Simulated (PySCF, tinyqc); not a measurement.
Worked calculation: FCI on RHF in the sto-6g basis, frozen core, for LiH, spin multiplicity 1. The lowest restricted solution is unstable here: a spin-polarised one lies 0.0754 hartree lower (PySCF). One step of it, computed by the program tinyqc.

Question. Orthogonalisation. S = U s U^T; symmetric (Loewdin) form X = U s^(-1/2) U^T, so that X^T S X = 1.

overlap S:
```
           1Li 1s    1Li 2s   1Li 2px   1Li 2py   1Li 2pz     2H 1s
1Li 1s   1.000000  0.235742  0.000000  0.000000  0.000000  0.003112
1Li 2s   0.235742  1.000000  0.000000  0.000000  0.000000  0.127524
1Li 2px  0.000000  0.000000  1.000000  0.000000  0.000000  0.000000
1Li 2py  0.000000  0.000000  0.000000  1.000000  0.000000  0.000000
1Li 2pz  0.000000  0.000000  0.000000  0.000000  1.000000  0.196410
2H 1s    0.003112  0.127524  0.000000  0.000000  0.196410  1.000000
```

Give: eigenvalues of S; X.

Answer.

eigenvalues of S: 0.7095  0.8399  1.0000  1.0000  1.1570  1.2936

X:
```
          1Li 1s   1Li 2s  1Li 2px  1Li 2py  1Li 2pz    2H 1s
1Li 1s    1.0219  -0.1233   0.0000   0.0000  -0.0018   0.0106
1Li 2s   -0.1233   1.0286   0.0000   0.0000   0.0102  -0.0682
1Li 2px   0.0000   0.0000   1.0000   0.0000   0.0000   0.0000
1Li 2py   0.0000   0.0000   0.0000   1.0000   0.0000   0.0000
1Li 2pz  -0.0018   0.0102   0.0000   0.0000   1.0151  -0.1018
2H 1s     0.0106  -0.0682   0.0000   0.0000  -0.1018   1.0216
```
